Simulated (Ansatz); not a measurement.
**HGe–AsH₂⁺, doublet in cc-pVTZ: errors against UCCSDT(Q)**

Geometry: that of the HGe–AsH2, triplet, kept fixed.

```
atom    x (Å)    y (Å)    z (Å)
  Ge   0.0000   0.0646   1.2302
  As   0.0000  -0.0704  -1.1802
   H   0.0000  -1.3178   1.9461
   H   1.1017   0.9471  -1.4382
   H  -1.1017   0.9471  -1.4382
```

Basis cc-pVTZ; Ansatz 0.2.0. Only valence electrons are correlated (noble-gas cores and the filled d shells of p-block atoms frozen), which leaves 11 electrons in 100 orbitals. Prefix R: restricted or restricted open-shell reference; prefix U: unrestricted. Active spaces: valence = (11e, 11o) chosen from the atoms' valence shells. No spin–orbit coupling is included, and no scalar relativity.

Full CI isn't at hand for all of this; UCCSDT(Q) serves as the reference, and is uncertain by about the last step of the cluster series. The frozen core follows each run's orbitals, which can shift R against U totals by a few meV for light atoms and by up to 0.1 eV past Ca.

The UHF ⟨S²⟩ is 0.805. The T1 diagnostic (RCCSD) is 0.0385. The largest doubles amplitude (RCCSD) is 0.060 and the T1 diagnostic (UCCSD) is 0.0224.

Task: From what is known of these methods and the diagnostics, rank them by the size of their error in total energy against UCCSDT(Q) in cc-pVTZ, smallest first (an estimate: the text doesn't fix the numbers).
A. UMP2
B. UCCSD
C. UCCSDT
D. UCCSD(T)
E. UHF

Result: C (0.51 mEh), D (2.00 mEh), B (11.57 mEh), A (50.80 mEh), E (256.88 mEh).

All errors are against UCCSDT(Q) in cc-pVTZ. Within each family the higher level lies nearer, as is usual though not guaranteed.

Natural occupations of CASSCF (valence space) about the gap: 1.977 1.966 1.962 1.936 1.002 0.044 0.043 0.030 0.029 0.023; effectively unpaired electrons, Σ n²(2−n)², 1.05.
